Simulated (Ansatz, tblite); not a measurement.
**Ladder of methods for the band gap of 4H SiC**

Reference value: 3.26 eV (measured, temperature not stated, no zero-point or thermal correction; as tabulated in Deguchi et al. (2016), arXiv:1512.06930).

Problem. What do GFN1-xTB, PBE, r²SCAN, Hartree–Fock, G0W0@PBE give, and how far is each from the reference?

Solution. 
```tsv
level (code)	value (eV)	cell (Å³/atom)	difference (eV)
GFN1-xTB (tblite)	2.40	11.30	-0.86
PBE (Ansatz)	2.20 (indirect)	10.36	-1.06
r²SCAN (Ansatz)	2.57 (indirect)	10.36	-0.69
Hartree–Fock (Ansatz)	9.62 (indirect)	10.36	+6.36
G0W0@PBE (Ansatz)	3.25 (indirect)	10.36	-0.01
```

Leaving aside GFN1-xTB (doubt noted below): Closest of the ranked levels: G0W0@PBE (-0.01 eV). Farthest off among them: Hartree–Fock (+6.36 eV).

Semilocal Kohn–Sham gaps run low as a rule, and all computed gaps are for a static lattice, while measured ones hold electron–phonon shifts unless said otherwise.  GFN1-xTB: the gap is read on the k mesh or supercell of the run alone and can be too large. GFN1-xTB: the method was fitted mainly to molecules. G0W0@PBE: the correction to the complete basis was taken at k points off the band edges. Values are at the measured cell; GFN1-xTB at the level's own relaxed cell. Cutoffs and k meshes differ between the levels. Ansatz's density-functional and Hartree–Fock values are scalar-relativistic unless marked +SOC, with PAW data made under PBE.

Differences are worked out from the printed values.

Ansatz is a program for electronic structure.
